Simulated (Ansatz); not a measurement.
A calculation with Ansatz (development build ahead of 0.2.0).

```yaml
crystal:
  periodic: [false, false, false]
  atoms:
    - { symbol: C, position_ang: [1.56, 0.0, 0.0] }
    - { symbol: C, position_ang: [0.78, 1.351, 0.0] }
    - { symbol: C, position_ang: [-0.78, 1.351, 0.0] }
    - { symbol: C, position_ang: [-1.56, 0.0, 0.0] }
    - { symbol: C, position_ang: [-0.78, -1.351, 0.0] }
    - { symbol: C, position_ang: [0.78, -1.351, 0.0] }
    - { symbol: H, position_ang: [2.645, 0.0, 0.0] }
    - { symbol: H, position_ang: [1.3225, 2.29064, 0.0] }
    - { symbol: H, position_ang: [-1.3225, 2.29064, 0.0] }
    - { symbol: H, position_ang: [-2.645, 0.0, 0.0] }
    - { symbol: H, position_ang: [-1.3225, -2.29064, 0.0] }
    - { symbol: H, position_ang: [1.3225, -2.29064, 0.0] }
basis:
  gaussian: { orbitals: def2-TZVP }
hamiltonian:
  xc: pbe0
```

The input is written out in the form of the current development build from the run's settings.

Output:

```json
{
  "Converged": "yes",
  "Total energy": "-231.92037 hartree",
  "Spin squared of the determinant": "0.000",
  "Stability test": "minimum among restricted orbitals"
}
```
